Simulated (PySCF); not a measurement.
# acetophenone: calculation against experiment

**Experimental background.**

NIST CCCBDB Release 22 (SRD 101), experimental dipoles lists, for the gas: dipole moment (dielectric constant against temperature) 3.02 D.

The runs below try to reproduce these values; the comparison stands at the end.

Compound: acetophenone, C8H8O.
Numbering: `[CH3:1][C:2](=[O:3])[c:4]1[cH:5][cH:6][cH:7][cH:8][cH:9]1` (hydrogens: H10, H11, H12 on C1; H13 on C5; H14 on C6; H15 on C7; H16 on C8; H17 on C9)

Cartesian coordinates in Å at the GFN2-xTB level; atoms count from 1:
```xyz
17
C8H8O angstrom
C     -2.6122   -0.1326    0.6673
C     -1.6806    0.5806   -0.2831
O     -2.0915    1.3987   -1.0759
C     -0.2362    0.2361   -0.2049
C      0.2847   -0.6988    0.6886
C      1.6412   -0.9664    0.7020
C      2.4946   -0.3099   -0.1704
C      1.9876    0.6212   -1.0627
C      0.6335    0.8910   -1.0783
H     -2.5677   -1.2067    0.4996
H     -2.3267    0.0743    1.6966
H     -3.6285    0.2154    0.4995
H     -0.3599   -1.2224    1.3770
H      2.0362   -1.6922    1.3977
H      3.5529   -0.5246   -0.1535
H      2.6487    1.1352   -1.7446
H      0.2169    1.6131   -1.7648
```

The PySCF runs (gas phase, on this GFN2-xTB geometry; no spin–orbit coupling):

```tsv
level	job	basis functions	wall time
wB97X-D/def2-SVPD	8 singlets by full TDDFT, 3 Tamm–Dancoff triplets, polarisability	247	1.7 min
```

Hardware: one thread of an Arm Neoverse N1 (shared host).

Results beside the measurements:

**Dipole moment.** Measured: 3.02 D (NIST CCCBDB Release 22 (SRD 101), experimental dipoles).

```tsv
level	computed (D)	computed − measured (D)	% (from the printed values)
wB97X-D/def2-SVPD	3.23	+0.21	+7
```

The computed dipoles belong to one fixed geometry; measured ones are averaged over vibrations unless marked μe. Magnitudes are compared, not signs.

No measured geometry was used, and the causes of the misses weren't examined.
